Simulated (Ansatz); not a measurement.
OS, SMILES `O=S` (triplet). The species carries charge 0 and has multiplicity 3. Geometry: relaxed with PBE0-D4/def2-TZVP.

```xyz
2

O     0.698   -0.227   -0.095
S    -0.698    0.227    0.095
```

(1) What is the dipole moment at ωB97M-V/def2-TZVPP? (Estimate.)

(2) And with PBE, r2SCAN, B3LYP? (An estimate is asked.)

(3) Give the Mulliken charges with ωB97M-V, PBE, r2SCAN in def2-TZVPP. (An estimate is asked.)

Results:

(1) Ansatz gave: 1.64 D, with components (-1.54, 0.50, 0.21) D in this frame, pointing from negative to positive charge.

(2) The calculation gave: PBE 1.43 D, r2SCAN 1.46 D, B3LYP 1.60 D.

(3) Ansatz gave: 
```json
{"atom": "O1", "ωB97M-V": "-0.29", "PBE": "-0.25", "r2SCAN": "-0.29"}
{"atom": "S2", "ωB97M-V": "0.29", "PBE": "0.25", "r2SCAN": "0.29"}
```

B3LYP here is the variant with VWN-RPA as its local correlation; programs differ in this.
